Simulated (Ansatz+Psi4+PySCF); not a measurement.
A calculation with PySCF 2.14.0.

```python
from pyscf import gto, scf, mp

# the (T+d) and (D+d) sets load through basis_set_exchange
mol = gto.M(atom="""
S 0.000000 0.000000 0.079080
H 0.000000 0.000000 -1.265330
""", basis={'H': 'aug-cc-pvtz', 'S': 'aug-cc-pv(t+d)z'}, charge=-1, spin=0)
mf = scf.RHF(mol)
mf.kernel()
pt = mp.MP2(mf, frozen=5).run()
print(mf.e_tot, pt.e_corr, pt.e_tot)
```

The script is written out from the run's settings.

The run gave:

| Quantity | Value |
| --- | --- |
| Converged | yes |
| Reference energy | -398.14624 hartree |
| Correlation energy | -0.20033 hartree |
| Total energy | -398.34657 hartree |
| Spin squared of the determinant | 0.000 |
